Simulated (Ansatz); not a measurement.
# Al2O (singlet): from Hartree-Fock to the top rungs, cc-pVDZ

How much of the correlation energy of Al2O (singlet) does each wave-function method recover here?

Method: cc-pVDZ, core rule «outside noble gas», up to 11 orbitals frozen; program: Ansatz 0.2.0, Gaussian basis.

To be run: UHF; CCSD(T) on RHF; BCCD(T) on RHF; CISD; CCSDT(Q) on RHF.

40 further runs of the same task are left out: 12 for a known fault of the program, 14 that didn't finish, 14 set aside as unsound or not needed.

## 1. The system

The geometry is a PBE0/def2-TZVP stationary point (not a proven minimum) of the parent state, kept for this charge and spin.

3 atoms, charge 0, spin multiplicity 1.

Atoms are counted from 1 here; the program's logs count them from 0.

Bond lengths: Al1–O2 1.699 Å, O2–Al3 1.699 Å. Angles: Al1–O2–Al3 180.0°.

## 2. UHF

in.yaml

```yaml
crystal:
  periodic: [false, false, false]
  atoms:
    - {symbol: Al, position_ang: [0.000000, 0.000000, 1.699100]}
    - {symbol: O, position_ang: [0.000000, 0.000000, 0.000000]}
    - {symbol: Al, position_ang: [0.000000, 0.000000, -1.699100]}
basis:
  gaussian: {orbitals: cc-pVDZ}
magnetization: {spin_polarized: true, initial_magnetization: 0}
hamiltonian: {xc: hf}
output: {orbitals: {seedname: orbitals}}
```

Run with:

```sh
$ ansatz run in.yaml --threads 1 --pin off --events-out ev --progress --plain --max-ram 2393MiB
```

Further steps of the session: CCSD(T) on RHF; BCCD(T) on RHF; CISD; CCSDT(Q) on RHF.

**Question.** What will the summary of the whole plan be? Wanted: RCCSDT(Q) from the RHF energy; RMP2 from RCCSDT(Q); RCCSD from RCCSDT(Q); RCCSD(T) from RCCSDT(Q); T1 diagnostic.

As calculated:

| quantity | value |
| --- | --- |
| RCCSDT(Q) from the RHF energy | -8.3321 eV |
| RMP2 from RCCSDT(Q) | +902.0 meV |
| RCCSD from RCCSDT(Q) | +278.5 meV |
| RCCSD(T) from RCCSDT(Q) | +44.4 meV |
| levels within 1 kcal/mol (43 meV) | BCCD(T), RCCSDT |
| T1 diagnostic | 0.020 |

In words: RCCSD(T) misses by +44.4 meV, 0.5 % of the correlation energy. These misses are within one basis, not against nature.
